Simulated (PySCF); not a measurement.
**Nuclear quadrupole coupling in `Fc1ccsn1`**

Species: C₃H₂FNS.
SMILES with atom numbers: `[F:1][c:2]1[cH:3][cH:4][s:5][n:6]1` (hydrogens: H7 on C3; H8 on C4)

Field gradients from the PBE0/pcSseg-1 density (PySCF, non-relativistic), principal values in atomic units, ordered |Vxx| ≤ |Vyy| ≤ |Vzz|:

| atom | Vxx | Vyy | Vzz |
| --- | --- | --- | --- |
| S5 | -0.4604 | -1.9284 | 2.3888 |
| N6 | 0.1379 | 0.6855 | -0.8234 |

Find the asymmetry η = (Vxx − Vyy)/Vzz and the couplings χ = eQV/h (234.96 MHz × Q in barn × V in au), with Q(33S) = −0.0678 b, Q(14N) = 0.02044 b.

| atom | environment | nucleus | η | χzz (MHz) | χxx (MHz) | χyy (MHz) |
| --- | --- | --- | --- | --- | --- | --- |
| S5 | ring sulfur | 33S | 0.61 | -38.06 | 7.33 | 30.72 |
| N6 | pyridine-type nitrogen | 14N | 0.67 | -3.955 | 0.662 | 3.292 |

The tensor is traceless: Vxx + Vyy + Vzz = 0.

What is Vzz at S5 in SI units (1 au = 9.71736 × 10²¹ V/m²)?

2.3888 au = 23.213 × 10²¹ V/m².

And the gradient at the other heavy atoms, for which no coupling is worked out here?

```
atom                        environment  Vzz (au)     η
  F1                      aryl fluorine     2.928  0.15
  C2                aromatic C–F carbon    -0.328  0.64
  C3                 aromatic CH carbon     0.160  0.50
  C4  aromatic CH next to a ring sulfur    -0.262  0.55
```

Were the hydrogens deuterons (Q(2H) = 0.00286 b), χzz would run from 208 kHz (H8) to 210 kHz (H7).

Geometry: PBE0-D3(BJ)/def2-SVP; no solvent, vibrations or thermal averaging. These gradients aren't converged with respect to the basis.
